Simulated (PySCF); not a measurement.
**OH⁺ (triplet) with other numerical set-ups**

The method stays; parts of the set-up, such as the basis or the Hamiltonian, are changed.

Computed with PySCF 2.14.0. Level: method and basis as typed in the scripts.

1 further run of the same task is left out (it didn't finish).

## (1) Where the work starts

OH⁺ (triplet): 2 atoms, charge 1, spin multiplicity 3.

Bond lengths: H1–O2 0.969 Å.

## (2) The run that the others are compared with

File input.py:

```python
from pyscf import gto, dft, tdscf

mol = gto.M(
    atom='H 0 0 0; O 0 0 0.969',
    basis='pcseg-1',
    charge=1,
    spin=2,
    verbose=4,
)
mf = dft.UKS(mol, xc='x3lyp')
mf.kernel()
td = tdscf.TDA(mf)
td.nstates = 4
td.kernel()
td.analyze()
mf.dip_moment()
print('orbital energies (hartree):', [e[max(0, n-3):n+3].round(4) for e, n in zip(mf.mo_energy, mol.nelec)])
```

Run with:

```sh
$ OMP_NUM_THREADS=1 python input.py
```

The log of this run is left out.

It gives: E(SCF) = -75.206612 Eh, 8 cycles, ⟨S²⟩ = 2.004, excitations 4.10, 4.10, 15.63, 15.63 eV.

The bond length is a typed value, not an optimised one. The dipole of an ion depends on the origin. The triplet is typed in the script; nothing here shows that it is the ground state.

## (3) Density fitting cc-pvdz-jkfit

Edit 1 changes density fitting: none → cc-pvdz-jkfit.

File input.py:

```python
from pyscf import gto, dft, tdscf

mol = gto.M(
    atom='H 0 0 0; O 0 0 0.969',
    basis='pcseg-1',
    charge=1,
    spin=2,
    verbose=4,
)
mf = dft.UKS(mol, xc='x3lyp')
mf = mf.density_fit(auxbasis='cc-pvdz-jkfit')
mf.kernel()
td = tdscf.TDA(mf)
td.nstates = 4
td.kernel()
td.analyze()
mf.dip_moment()
print('orbital energies (hartree):', [e[max(0, n-3):n+3].round(4) for e, n in zip(mf.mo_energy, mol.nelec)])
```

Run with:

```sh
$ OMP_NUM_THREADS=1 python input.py
```

## (4) Integration grid 6

Edit 2 changes integration grid: default → 6.

Edit input.py of step 2 so:

```diff
@@ -10,2 +10,3 @@
 mf = dft.UKS(mol, xc='x3lyp')
+mf.grids.level = 6
 mf.kernel()
```

## (5) Spin-free X2C on

Edit 3 changes spin-free X2C: off → on.

Edit input.py of step 2 so:

```diff
@@ -10,2 +10,3 @@
 mf = dft.UKS(mol, xc='x3lyp')
+mf = mf.sfx2c1e()
 mf.kernel()
```

Q: Predict the outcome of this session. Wanted: for each run, E(SCF); from base; gap, α spin; after the SCF.

The runs gave:

```tsv
run	E(SCF) (hartree)	from base (eV)	cycles	gap, α spin (eV)	functions	after the SCF
base	-75.206612	0	8	18.17	19	lowest root found 4.10 eV
density fitting cc-pvdz-jkfit	-75.206633	-0.0006	8	18.17	19	lowest root found 4.10 eV
integration grid 6	-75.206612	0.0000	8	18.17	19	lowest root found 4.10 eV
spin-free X2C on	-75.257303	-1.3794	8	18.16	19	lowest root found 4.11 eV
```

**Reading.** No change of the SCF energy comes from integration grid 6. The largest comparable shift of the SCF energy, -1.379 eV, comes with the run “spin-free X2C on”. Scalar relativity lowers the total energy by 1.38 eV, nearly all of it in the inner shells; a basis contracted without relativity catches only part of it. The dearest run is “integration grid 6”, at 6.2 s against 2 s.
